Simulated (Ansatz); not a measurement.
Relaxation of BH5N2 (8 atoms, charge 0, multiplicity 1), to a largest force component of 0.03 eV/Å in at most 50 steps.

Method: RKS B3LYP-D4/def2-SVP (Ansatz 0.2.0).

```xyz
8
Properties=species:S:1:pos:R:3:forces:R:3
B -0.781 -0.358 0.579 -0.19 -0.04 0.03
H 1.518 -0.119 1.178 0.18 0.19 -0.62
N 1.911 0.158 0.259 0.00 -0.15 0.56
H 1.707 -0.595 -0.396 0.00 -0.01 -0.01
H 1.428 1.003 -0.041 0.00 0.01 0.02
N -1.167 -0.095 -0.723 0.00 0.00 0.03
H -2.155 -0.193 -0.960 0.00 0.00 0.00
H -0.583 0.199 -1.500 0.01 0.00 0.00
```

**Question.** Where does it end, and by what steps?

**Answer.** The run converged. After 5 steps the energy has fallen by 0.044 eV; H5 moved furthest, 0.27 Å.

```tsv
step	energy less start (eV)	largest force component (eV/Å)	accepted
0	0.0000	0.620	yes
1	-0.0282	0.417	yes
2	-0.0216	0.537	no
3	-0.0395	0.199	yes
4	-0.0439	0.090	yes
5	-0.0443	0.008	yes
```

```xyz
8
Properties=species:S:1:pos:R:3
B -0.956 -0.380 0.593
H 1.410 -0.119 1.083
N 2.046 0.159 0.330
H 1.947 -0.539 -0.408
H 1.695 1.046 -0.035
N -1.316 -0.122 -0.712
H -2.286 -0.202 -1.015
H -0.664 0.157 -1.441
```

Whether the end is a true minimum wasn't checked by a vibrational analysis.

Time of the run: 11 s on 1 thread of Arm Neoverse V1, with other jobs on the host, peak memory 0.1 GiB.
